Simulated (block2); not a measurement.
# SiH3OF (SMILES O[SiH2]F): DMRG/STO-3G (functionals (wB97X, HSE06, PBE), moving atoms (1, 2, 4, 5, 6))

Aim: an energy scan of SiH3OF. 

The calculation is run with block2 0.5.4.

**1. The structure to begin with**

SiH3OF has 6 atoms, charge 0, and is taken as a singlet. As SMILES, `O[SiH2]F`. Geometry: relaxed at PBE0-D4/def2-TZVP. This is one conformer, not always the lowest.

Bond lengths: O1–Si2 1.630 Å, Si2–F3 1.596 Å, O1–H4 0.958 Å, Si2–H5 1.474 Å, Si2–H6 1.482 Å. Angles: O1–Si2–F3 111.0°, O1–Si2–H5 106.4°, O1–Si2–H6 111.7°, F3–Si2–H5 108.2°, F3–Si2–H6 106.0°, Si2–O1–H4 119.1°, H5–Si2–H6 113.7°.

**2. The energy along one coordinate at DMRG/STO-3G (functionals (wB97X, HSE06, PBE), moving atoms (1, 2, 4, 5, 6))**

Input file dissociation.py:

```python
import numpy as np
from pyscf import cc, dft, gto, mcscf, mp, scf
from pyblock2._pyscf.ao2mo import integrals as itg
from pyblock2.driver.core import DMRGDriver, SymmetryTypes

symbols = ["O", "Si", "F", "H", "H", "H"]
xyz = np.array([
    [-0.853500, -0.209200, -0.924100],
    [0.378300, -0.009300, 0.123900],
    [0.180800, -0.922800, 1.417800],
    [-1.714200, 0.150200, -0.705600],
    [1.595600, -0.458500, -0.575800],
    [0.455100, 1.385600, 0.617600],
])
i, j, moving = 2, 1, [0, 1, 3, 4, 5]
u = (xyz[j] - xyz[i]) / np.linalg.norm(xyz[j] - xyz[i])
r0 = np.linalg.norm(xyz[j] - xyz[i])
functionals = {"wB97X": "wb97x", "HSE06": "hse06", "PBE": "pbe"}

def stable(mf, dm=None):
    for _ in range(4):
        mf.kernel(dm)
        if not mf.converged:
            mf = mf.newton().run(mf.mo_coeff, mf.mo_occ).undo_soscf()
        mo, _, ok, _ = mf.stability(return_status=True)
        if ok:
            break
        dm = mf.make_rdm1(mo, mf.mo_occ)
    return mf

def value(obj):
    return obj.e_tot if obj.converged else float("nan")

def exact(mf):
    ncas, n_elec, spin, ecore, h1e, g2e, orb_sym = itg.get_rhf_integrals(mf, ncore=7, ncas=15, pg_symm=False, g2e_symm=1)
    driver = DMRGDriver(scratch="./tmp", symm_type=SymmetryTypes.SU2, stack_mem=1500 << 20, n_threads=1)
    idx = driver.orbital_reordering(h1e, g2e)
    driver.initialize_system(n_sites=ncas, n_elec=n_elec, spin=spin)
    mpo = driver.get_qc_mpo(h1e=h1e, g2e=g2e, ecore=ecore, reorder=idx, iprint=0)
    occs = np.array([1.8] * 10 + [1.0] * 0 + [0.2] * 5)[idx]
    ket = driver.get_random_mps(tag="GS", bond_dim=100, occs=occs)
    e = driver.dmrg(mpo, ket, n_sweeps=16, tol=1e-6, bond_dims=[100] * 3 + [100] * 3 + [200] * 4, noises=[1e-4] * 4 + [1e-5] * 4 + [0], thrds=[1e-8] * 10, iprint=0)
    return e, driver.get_dmrg_results()[1][-1]

cols = ["RHF", "UHF", "MP2", "CCSD", "CCSD(T)", "UMP2", "UCCSD", "UCCSD(T)", "wB97X", "HSE06", "PBE", "DMRG"]
rows, s2, dw = [], [], []
dm_r = None
distances = [1.2769, 1.5163, 1.5961, 1.9154, 2.3942, 2.8731, 3.9904]
for r in distances:
    x = xyz.copy()
    x[moving] += (r - r0) * u
    mol = gto.M(atom=list(zip(symbols, x)), basis="sto-3g", charge=0, spin=0, verbose=0)
    rhf = scf.RHF(mol).set(conv_tol=1e-10, max_cycle=200)
    rhf.kernel(dm_r)
    if not rhf.converged:
        rhf = rhf.newton().run(rhf.mo_coeff, rhf.mo_occ)
    dm_r = rhf.make_rdm1()
    uhf = stable(scf.UHF(mol).set(conv_tol=1e-9, max_cycle=200))
    e = [value(rhf), value(uhf)]
    for ref in (rhf, uhf):
        c = cc.CCSD(ref, frozen=7).set(max_cycle=120).run()
        e += [mp.MP2(ref, frozen=7).run().e_tot, value(c), c.e_tot + c.ccsd_t() if c.converged else float("nan")]
    for xc in functionals.values():
        e.append(value(stable(dft.UKS(mol, xc=xc).set(conv_tol=1e-8, max_cycle=80), uhf.make_rdm1())))
    e_ref, w = exact(rhf)
    rows.append(e + [e_ref])
    s2.append(uhf.spin_square()[0])
    dw.append(w)
    print(f"r = {r:.4f} A  " + "  ".join(f"{k} {v:.6f}" for k, v in zip(cols, rows[-1])) + f"  <S^2>(UHF) {s2[-1]:.3f}" + f"  DW {w:.1e}", flush=True)
rows = np.array(rows)
print("\nenergies relative to r = 1.5961 A, mEh")
print("r/A    " + "".join(f"{k:>10s}" for k in cols))
for r, row in zip(distances, rows):
    print(f"{r:<7.3f}" + "".join(f"{v:10.2f}" for v in (row - rows[2]) * 1000))
print("\nnon-parallelity error against DMRG, mEh")
for k, d in zip(cols[:-1], (rows[:, :-1] - rows[:, -1:]).T * 1000):
    print(f"{k:>10s} {np.nanmax(d) - np.nanmin(d):10.3f}")
```

Run with:

```console
python dissociation.py
```

The log of the run:

```text
r = 1.2769 A  RHF -459.101065  UHF -459.101065  MP2 -459.179839  CCSD -459.201071  CCSD(T) -459.203931  UMP2 -459.179839  UCCSD -459.201071  UCCSD(T) -459.203931  wB97X -460.315128  HSE06 -460.104074  PBE -459.990060  DMRG -459.204101  <S^2>(UHF) 0.000  DW 1.1e-05
r = 1.5163 A  RHF -459.238909  UHF -459.238909  MP2 -459.321982  CCSD -459.346073  CCSD(T) -459.349175  UMP2 -459.321982  UCCSD -459.346073  UCCSD(T) -459.349175  wB97X -460.461436  HSE06 -460.250171  PBE -460.142419  DMRG -459.349514  <S^2>(UHF) 0.000  DW 1.1e-05
r = 1.5961 A  RHF -459.246568  UHF -459.246568  MP2 -459.331128  CCSD -459.356510  CCSD(T) -459.359611  UMP2 -459.331128  UCCSD -459.356510  UCCSD(T) -459.359611  wB97X -460.471755  HSE06 -460.260579  PBE -460.154538  DMRG -459.360032  <S^2>(UHF) 0.000  DW 8.6e-06
r = 1.9154 A  RHF -459.200485  UHF -459.200485  MP2 -459.294577  CCSD -459.327832  CCSD(T) -459.331031  UMP2 -459.294577  UCCSD -459.327832  UCCSD(T) -459.331031  wB97X -460.439775  HSE06 -460.229873  PBE -460.130521  DMRG -459.331833  <S^2>(UHF) 0.000  DW 1.4e-05
r = 2.3942 A  RHF -459.063355  UHF -459.128246  MP2 -459.187668  CCSD -459.244030  CCSD(T) -459.249510  UMP2 -459.196441  UCCSD -459.243570  UCCSD(T) -459.247988  wB97X -460.333457  HSE06 -460.128298  PBE -460.040107  DMRG -459.250405  <S^2>(UHF) 0.797  DW 1.0e-05
r = 2.8731 A  RHF -458.951625  UHF -459.115252  MP2 -459.124902  CCSD -459.203246  CCSD(T) -459.214658  UMP2 -459.181286  UCCSD -459.207001  UCCSD(T) -459.209580  wB97X -460.289709  HSE06 -460.081945  PBE -459.976035  DMRG -459.213444  <S^2>(UHF) 0.972  DW 5.6e-06
r = 3.9904 A  RHF -458.847142  UHF -459.113019  MP2 -459.168600  CCSD nan  CCSD(T) nan  UMP2 -459.178642  UCCSD nan  UCCSD(T) nan  wB97X -460.279136  HSE06 -460.067316  PBE -459.949904  DMRG -459.204444  <S^2>(UHF) 1.002  DW 5.2e-06

energies relative to r = 1.5961 A, mEh
r/A           RHF       UHF       MP2      CCSD   CCSD(T)      UMP2     UCCSD  UCCSD(T)     wB97X     HSE06       PBE      DMRG
1.277      145.50    145.50    151.29    155.44    155.68    151.29    155.44    155.68    156.63    156.51    164.48    155.93
1.516        7.66      7.66      9.15     10.44     10.44      9.15     10.44     10.44     10.32     10.41     12.12     10.52
1.596        0.00      0.00      0.00      0.00      0.00      0.00      0.00      0.00      0.00      0.00      0.00      0.00
1.915       46.08     46.08     36.55     28.68     28.58     36.55     28.68     28.58     31.98     30.71     24.02     28.20
2.394      183.21    118.32    143.46    112.48    110.10    134.69    112.94    111.62    138.30    132.28    114.43    109.63
2.873      294.94    131.32    206.23    153.26    144.95    149.84    149.51    150.03    182.05    178.63    178.50    146.59
3.990      399.43    133.55    162.53       nan       nan    152.49       nan       nan    192.62    193.26    204.63    155.59

non-parallelity error against DMRG, mEh
       RHF    254.267
       UHF     39.923
       MP2     64.280
      CCSD      7.169
   CCSD(T)      2.108
      UMP2     29.701
     UCCSD      3.805
  UCCSD(T)      3.695
     wB97X     37.231
     HSE06     37.785
       PBE     53.228
```

It took 17 min on 1 thread of Arm Neoverse V1, shared host; peak memory 0.51 GiB.

Energies in eV from each method's first point:

```tsv
distance (Å)	RHF	UHF	MP2	CCSD	CCSD(T)	UMP2	UCCSD	UCCSD(T)	wB97X	HSE06	PBE	DMRG
1.277	0.00	0.00	0.00	0.00	0.00	0.00	0.00	0.00	0.00	0.00	0.00	0.00
1.516	-3.75	-3.75	-3.87	-3.95	-3.95	-3.87	-3.95	-3.95	-3.98	-3.98	-4.15	-3.96
1.596	-3.96	-3.96	-4.12	-4.23	-4.24	-4.12	-4.23	-4.24	-4.26	-4.26	-4.48	-4.24
1.915	-2.71	-2.71	-3.12	-3.45	-3.46	-3.12	-3.45	-3.46	-3.39	-3.42	-3.82	-3.48
2.394	1.03	-0.74	-0.21	-1.17	-1.24	-0.45	-1.16	-1.20	-0.50	-0.66	-1.36	-1.26
2.873	4.07	-0.39	1.49	-0.06	-0.29	-0.04	-0.16	-0.15	0.69	0.60	0.38	-0.25
3.990	6.91	-0.33	0.31	–	–	0.03	–	–	0.98	1.00	1.09	-0.01
```
